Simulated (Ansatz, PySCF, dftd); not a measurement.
Species: C$_{2}$H$_{2}$O$_{2}$, charge 0, singlet. C2H2O2 (SMILES O=CC=O).
B3LYP-D3(BJ)/def2-TZVP minimum from Ansatz (a first-principles code):
```xyz
6

C      0.0079     0.7617    -0.0144
C     -0.0079    -0.7617     0.0144
O      1.0376     1.3794    -0.0260
H     -0.9919     1.2360    -0.0234
O     -1.0376    -1.3794     0.0260
H      0.9919    -1.2360     0.0234
```
Charge 0, spin multiplicity 1.

Quantity: enthalpy of formation at 298 K (by atomisation, with rigid-rotor harmonic-oscillator terms from PySCF's Hessian at B3LYP-D3(BJ)/def2-TZVP and the atoms' measured values of the G2/97 table; no spin-orbit terms), in kJ/mol. Radicals and triplets start from unrestricted determinants; spin-orbit coupling is neglected. Cores are frozen in correlated methods. Rows without X2C or -DK are non-relativistic. CBS(X,Y): correlation extrapolated as X^-3, Hartree-Fock from the larger set (Q,5: extrapolated as (X+1)exp(-9√X)). A bracket is a step between two methods taken in the basis named. Functionals run without relativity, which enters their misses. 'core' is core correlation in cc-pwCVTZ, 'X2C' scalar relativity in cc-pVTZ-DK, both at CCSD(T). Where a partner has so few electrons that a lower coupled-cluster level is exact, that level stands in. The restricted determinant of C2H2O2 (O=CC=O, singlet) is unstable towards broken spin symmetry in at least one set run.

Measured: -50.8 kcal/mol, -212.4 kJ/mol (Active Thermochemical Tables 1.112 (ions: stationary electron), as tabulated in the package chemicals); atomic spin-orbit terms, which the calculations lack, would raise the computed values.

| level | program | enthalpy of formation at 298 K (kJ/mol) | error against that value |
|---|---|---|---|
| HF/cc-pV5Z | Ansatz | 672.0 | 884.4 |
| r2SCANh-D4/def2-TZVPD | Ansatz + dftd4 | -181.8 | 30.6 |
| MP2/cc-pV5Z | Ansatz | -296.9 | -84.5 |
| CCSD/cc-pVDZ | Ansatz | 53.7 | 266.1 |
| CCSDT(Q)/cc-pVDZ | Ansatz | 0.8 | 213.2 |
| CCSD(T)/CBS(cc-pVQZ,cc-pV5Z) + [CCSDT(Q) - CCSD(T)]/cc-pVDZ + core + X2C | Ansatz | -219.6 | -7.2 |
